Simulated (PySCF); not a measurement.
# Working out the ionisation energy of B

B [He] 2s2 2p1 (2P) → B⁺ [He] 2s2 (1S). Calculation: PySCF 2.14, in cc-pVTZ-DK; scalar relativity by spin-free X2C-1e. Frozen: 1s2. Energies in hartree (1 hartree = 27.21139 eV):

| part | B (lower) | B⁺ (upper) |
| --- | --- | --- |
| UHF | -24.538802 | -24.243509 |
| CCSD correlation | -0.064714 | -0.059751 |
| (T) | -0.001314 | 0.000000 |

Question: What does Hartree-Fock give?

Answer: (-24.243509) − (-24.538802) = 0.295293 hartree = 8.035 eV.

Question: What do CCSD and CCSD(T) give?

Answer: The CCSD correlation energies differ by 0.004963 hartree = 0.135 eV and the triples by 0.001314 hartree = 0.036 eV, so CCSD gives 8.170 eV and CCSD(T) 8.206 eV.

Measured between the centres of the two terms (NIST): 8.297 eV, so CCSD(T) (valence) is off by -0.091 eV.

The coupled-cluster amplitudes are large, so a single reference is strained.

What remains against the reference includes basis incompleteness, the frozen core and higher excitations.
